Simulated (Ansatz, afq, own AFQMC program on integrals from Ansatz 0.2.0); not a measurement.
H$_{3}$O, doublet in cc-pVTZ, levels against CCSDT(Q)

```xyz
4

O    -0.1780   -0.0491    0.0000
H    -0.4273    0.8775    0.0000
H     1.2540   -0.0491    0.0000
H     1.9990   -0.0491    0.0000
```

Basis cc-pVTZ. Only valence electrons are correlated. AFQMC by an in-house program on the Cholesky factors that Ansatz 0.2.0 writes for its CCSD(T) run. ph-AFQMC/CISD is guided by a CISD state made of CCSD amplitudes; releasing the constraint for a short imaginary time cuts its bias at the price of noise, slowly where states lie close. Error bars are statistical, one sigma.

Determinant: UHF, the one that the program's search chose, which needn't be the lowest solution. The geometry is a point of a scan.

No full CI on the walks' own integrals is used here; CCSDT(Q) serves as the reference and is uncertain by about the last step of the cluster series.

- T1 diagnostic: 0.0213
- weight of the determinant in the CISD state: 0.923
- ⟨S²⟩ of the determinant: 0.767
- size of the correlated space: 9 electrons in 71 orbitals

Reference: CCSDT(Q), correlation energy -7.418 eV. The released energy is read at 2.40 1/Eh (meV from the phaseless value at times in 1/Eh: -7 ± 3 at 0.24, -10 ± 3 at 0.51, -8 ± 3 at 0.99, -20 ± 4 at 1.62, -10 ± 5 at 2.40).

```
         level  E − E(reference) (meV)  share of correlation (%)
            HF                  7417.8                      0.00
           MP2                   779.7                     89.49
          CCSD                   202.4                     97.27
       CCSD(T)                    19.8                     99.73
         CCSDT                     7.1                     99.90
   ph-AFQMC/HF             15.2 ± 24.2                     99.79
 ph-AFQMC/CISD              11.3 ± 2.5                     99.85
released AFQMC               0.9 ± 5.4                     99.99
```

A walk keeps the symmetry of its determinant, which the program's search chose and which needn't be the lowest solution, so a lower state of the same spin and another symmetry isn't excluded. Released energies are given only where the last usable release times agree within the noise; a slower fall can still hide under it.
